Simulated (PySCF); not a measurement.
An unknown is described by computed data only.

Formula: C3H7NO.

- NMR, other nuclei: isotropic shieldings of nuclei other than C and H, by class: 155 (1 N), -83 (1 O) ppm [GIAO PBE0/pcSseg-1]
- 13C NMR: chemical shifts (computed TMS as zero) by class: 172.9 (1 C), 29.4 (1 C), 10.2 (1 C) ppm [GIAO PBE0/pcSseg-1]
- Dipole: 3.76 D [PBE0/pcSseg-1]
- Rotational structure: rotational constants A, B, C: 9.904, 3.853, 2.873 GHz [GFN2-xTB]
- 1H NMR: chemical shifts (computed TMS as zero) by class: 4.65 (1 H), 4.52 (1 H), 2.05 (2 H), 1.12 (3 H) ppm [GIAO PBE0/pcSseg-1]

Gas-phase values; electronic properties from PySCF, density fitting. Levels stand in brackets. The structure is a single GFN2-xTB conformer in the gas phase; no vibrational or solvent corrections. NMR values are class means; diastereotopic atoms form classes of their own.

Task: Propose a structure and show how it fits.

Result: Numbering: `[CH3:1][CH2:2][C:3]([NH2:4])=[O:5]`. Its formula, C3H7NO, gives 1 degree of unsaturation: 0 rings and 1 π bond in the structure found. 3 carbons fall into 3 classes; from least to most shielded: amide carbonyl carbon [C3] (172.9 ppm), sp3 carbon next to a carbonyl [C2] (29.4 ppm), methyl carbon [C1] (10.2 ppm). Hydrogen classes from least to most shielded: 1 H on an amide nitrogen, N4 (4.65 ppm), 1 H on an amide nitrogen, N4 (4.52 ppm), 2 H on an sp3 carbon next to a carbonyl, C2 (2.05 ppm), 3 H on a methyl carbon, C1 (1.12 ppm, a mean of values up to 0.5 ppm apart in this geometry). The other shieldings belong to: 155 ppm, amide nitrogen [N4]; -83 ppm, amide oxygen [O5]. The optimised geometry has point group Cs and is an asymmetric top. Structure: propanamide, `CCC(=O)N`. The assignments are read from this structure; whether some other isomer fits the data as well wasn't checked.

Conformer computed: `[CH3:1][CH2:2][C:3]([NH2:4])=[O:5]`: C1–C2–C3–N4 180°, H–N4–C3–C2 0°, H–N4–C3–C2 180°.
